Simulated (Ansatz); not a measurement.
# BH₂ radical (SMILES [BH2]): functionals against CCSD(T) at one geometry

The task here is to estimate one member of a computed series from the others.

Computed with Ansatz 0.2.0, Gaussian basis. Level: single points in def2-TZVPP.

Cores are frozen in the correlated methods. Orbitals are unrestricted.

**Starting geometry**

SMILES `[BH2]`, 3 atoms, charge 0, spin multiplicity 2.

Atoms are counted from 1 here; the program's logs count them from 0.

Bond lengths: B1–H2 1.346 Å, B1–H3 1.300 Å. Angles: H2–B1–H3 127.1°.

Geometry (Å):

```
atom     x (Å)     y (Å)     z (Å)
  B1   0.30830  -0.27130   0.14410
  H2   0.31570   1.07280   0.20550
  H3  -0.55030  -1.02270  -0.47900
```

The first run:

run/in.yaml

```yaml
crystal:
  periodic: [false, false, false]
  atoms:
    - {symbol: B, position_ang: [0.308300, -0.271300, 0.144100]}
    - {symbol: H, position_ang: [0.315700, 1.072800, 0.205500]}
    - {symbol: H, position_ang: [-0.550300, -1.022700, -0.479000]}
basis:
  gaussian: {orbitals: def2-TZVPP}
magnetization: {spin_polarized: true, initial_magnetization: 1}
correlation: {method: ccsd_t}
scf: {omitted_lower_state_checks: [cluster_reference]}
output: {forces: true}
```

No record of the launch command was kept for these runs.

Steps of the session up to this table: CCSD(T)/def2-TZVPP; PBE0-D4/def2-TZVPP; wB97M-V/def2-TZVPP; r2SCAN-D4/def2-TZVPP; PBE-D4/def2-TZVPP; SPW92/def2-TZVPP; r2SCAN0-D4/def2-TZVPP.

One table of the session follows, with a row left open; its other results are not shown here.

```
    method  RMS force component (eV/Å)  angle to CCSD(T) forces (°)  dipole (D)
   CCSD(T)                       1.275                    reference        0.37
   PBE0-D4                       1.259                          0.6        0.38
   wB97M-V                       1.326                          0.9        0.38
 r2SCAN-D4                           ?                            ?           ?
    PBE-D4                       1.154                          1.2        0.39
     SPW92                       1.124                          2.0        0.45
r2SCAN0-D4                       1.327                          0.3        0.33
```

Q: Estimate the row for r2SCAN-D4 from the others.

As computed: RMS force component (eV/Å): 1.259; angle to CCSD(T) forces (°): 0.3; dipole (D): 0.33.
